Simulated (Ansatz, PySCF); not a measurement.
Wanted: the gas-phase enthalpy of formation of CCS at 298 K. Reaction (SMILES): CCS [ethanethiol] + C (CH4) -> CC (C2H6) [ethane] + CS (CH4S) [methanethiol]; bond separation energy.

Geometries: B3LYP-D3(BJ)/def2-TZVP minima from Ansatz (a program for electronic structure), one conformer each, not searched for the lowest. Correlated levels leave the core frozen unless marked. UHF or UKS for open shells. No spin-orbit coupling. Non-relativistic. CBS(X,Y): correlation extrapolated as X^-3; Hartree-Fock from the larger set. The bracket is a focal-point correction in the basis named. Thermal terms are rigid-rotor harmonic-oscillator values from B3LYP-D3(BJ) frequencies (PySCF) at 298.15 K and 1 atm. 1 Eh = 627.5095 kcal/mol. PBE is always shown; the other two functionals were drawn at random. The atomisation route leaves out scalar relativity and anharmonic zero-point terms, the atoms' spin-orbit terms, and in the frozen-core level the core correlation. Atomic data: G2/97 table in ASE.

Tabulated enthalpies of formation of the partners: C (CH4) -17.8 kcal/mol, ATcT 1.112; CC (C2H6) -20.0 kcal/mol, ATcT 1.112; CS (CH4S) -5.5 kcal/mol, G2/97 table. G2/97 and CRC values are older and not checked against later work.

```csv
level,computed ΔH of the reaction (kcal/mol),ΔHf by atomisation and measured atoms (kcal/mol)
PBE/def2-TZVPD (Ansatz),2.3,-18.3
r2SCAN-D4/def2-TZVPD (Ansatz + dftd4),3.0,-11.1
wB97X-V/def2-TZVPD (Ansatz),2.6,-12.1
"RI-MP2/CBS(cc-pV(T+d)Z,cc-pV(Q+d)Z)+[CCSD(T)-MP2]/cc-pV(T+d)Z (Ansatz)",3.0,-11.6
```

### Question
Derive ΔHf from the reaction at each level, and compare how far the levels part by the two routes.

### Answer

The partners sum to -7.7 kcal/mol (products minus other reactants), so ΔHf = (-7.7 - ΔH):
- PBE/def2-TZVPD: -10.0; errors +1.1 by the reaction, -7.2 by atomisation
- r2SCAN-D4/def2-TZVPD: -10.7; errors +0.4 by the reaction, +0.0 by atomisation
- wB97X-V/def2-TZVPD: -10.3; errors +0.8 by the reaction, -1.0 by atomisation
- RI-MP2/CBS(cc-pV(T+d)Z,cc-pV(Q+d)Z)+[CCSD(T)-MP2]/cc-pV(T+d)Z: -10.7; errors +0.4 by the reaction, -0.5 by atomisation
All levels span 0.7 kcal/mol by the reaction and 7.2 by atomisation; without PBE they span 0.4 and 1.0. The errors are against the measured -11.1 kcal/mol (G2/97 table).
